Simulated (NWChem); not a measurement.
System: fluorine (F₂); SMILES FF

Results from NWChem. Structure relaxed at the PBE0-D3(BJ)/def2-TZVP level.

Diagonal of the polarisability tensor at PBE0/Sadlej pVTZ, 400 nm: 6.50, 6.50, 12.54 bohr³.

**Question.** Find the mean polarisability volume, the molar refraction, and the refractive index that an ideal gas of it would have at 273.15 K and 1 atm.

**Answer.** 
1. Mean: one third of the trace = 8.52 bohr³ × 0.14818 Å³/bohr³ = 1.26 Å³.
2. Molar refraction (Lorentz-Lorenz): (4π/3) N_A α = 3.2 cm³/mol.
3. Number density p/kT = 2.687 × 10⁻⁵ Å⁻³; n − 1 = 2π N α = 2.13 × 10⁻⁴.
